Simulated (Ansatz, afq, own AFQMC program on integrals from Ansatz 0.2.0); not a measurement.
CHAlB, quartet: AFQMC among the cluster methods

```tsv
atom	x (Å)	y (Å)	z (Å)
Al	0.0000	0.0180	0.9185
C	0.0000	0.5669	-0.8760
B	0.0000	-0.8085	-1.1955
H	0.0000	1.4345	-1.3252
```

Connectivity, by distances: Al–CH–B, closed to a ring.

Basis cc-pVDZ. Noble-gas cores (and the filled d shells of Ga–Kr and In–Xe) are frozen. Ansatz 0.2.0 and our own AFQMC program on the same integrals; the CISD trial comes from CCSD amplitudes, and released means the phaseless constraint is let go. Free AFQMC starts from the CCSD state and is never constrained. Its projection time is finite, and what remains of the start isn't in its error. ± is one standard error of the sampling.

Determinant: UHF, the one that the program's search chose, which needn't be the lowest solution. The geometry is a point of a scan.

No full CI on the walks' own integrals is used here; CCSDT(Q) serves as the reference and is uncertain by about the last step of the cluster series.

Cautions: lower spins were not checked; unrestricted determinant slightly spin contaminated (⟨S²⟩ 3.83 against 3.75).

```
T1 diagnostic                               : 0.0342
weight of the determinant in the CISD state : 0.848
⟨S²⟩ of the determinant                     : 3.827
size of the correlated space                : 11 electrons in 44 orbitals
```

```csv
level,correlation energy (eV)
MP2,-5.9463
CCSD,-6.5796
CCSD(T),-6.9351
```

(1) Estimate where free-projection AFQMC lies against CCSD(T) on the same integrals.

(1) 1.16 ± 0.46 kcal/mol below CCSD(T).

Reference: CCSDT(Q), correlation energy -7.012 eV. The released energy is read at 2.40 1/Eh (meV from the phaseless value at times in 1/Eh: -20 ± 17 at 0.24, -11 ± 15 at 0.51, -18 ± 20 at 0.99, -58 ± 24 at 1.62, 3 ± 25 at 2.40).

```json
{"level": "CCSD(T)", "E − E(reference) (kcal/mol)": "1.78", "share of correlation (%)": "98.90"}
{"level": "CCSDT", "E − E(reference) (kcal/mol)": "0.81", "share of correlation (%)": "99.50"}
{"level": "ph-AFQMC/HF", "E − E(reference) (kcal/mol)": "0.67 ± 1.19", "share of correlation (%)": "99.59"}
{"level": "ph-AFQMC/CISD", "E − E(reference) (kcal/mol)": "1.18 ± 0.44", "share of correlation (%)": "99.27"}
{"level": "released AFQMC", "E − E(reference) (kcal/mol)": "1.24 ± 0.57", "share of correlation (%)": "99.23"}
{"level": "free AFQMC", "E − E(reference) (kcal/mol)": "0.61 ± 0.46", "share of correlation (%)": "99.62"}
```

Free projections are given only where their last times agree within the noise and don't stop above the reference; a slow remainder of the start can still hide under it. A walk keeps the symmetry of its determinant, which the program's search chose and which needn't be the lowest solution, so a lower state of the same spin and another symmetry isn't excluded. Released energies are given only where the last usable release times agree within the noise; a slower fall can still hide under it.
